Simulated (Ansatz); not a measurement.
System: zinc-blende MgS (metastable phase). Method: r²SCANh (plane waves, PAW; Ansatz, an electronic-structure program).

Settings: plane-wave cutoff 520 eV, 8×8×8 k mesh, Fermi–Dirac smearing 0.01 eV, scalar-relativistic PAW data made under PBE.

Results at a series of volumes:

```csv
V (Å³/atom),E − E_lowest (meV/atom)
21.474,11.70
22.040,2.79
22.678,0.00
23.170,2.50
23.735,9.76
```

Problem. Fit the third-order Birch–Murnaghan equation and give B0 and B′.

Solution. V0 = 22.608 Å³/atom, B0 = 60.7 GPa, B′ = 4.0 (fit to the energies at full precision).

Computed values are for the static lattice.

It cost about 6 core-minutes (a rough figure) of CPU time.
